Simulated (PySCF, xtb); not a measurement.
CH, SMILES [CH] (connectivity only; charge and spin as stated), charge +1, multiplicity 1.

Harmonic wavenumbers (cm⁻¹) from GFN2-xTB (xtb 6.7.1) at its own minimum, in rising order: 2033.

**Question.** What does PySCF with PBE0-D3(BJ)/def2-TZVPD give at its own minimum? (Estimate from the structure and the level; the computed values follow.)

**Answer.** 2805. Paired by order, the mean absolute difference is 773 cm⁻¹ and the zero-point energies are 2.9 and 4.0 kcal/mol.
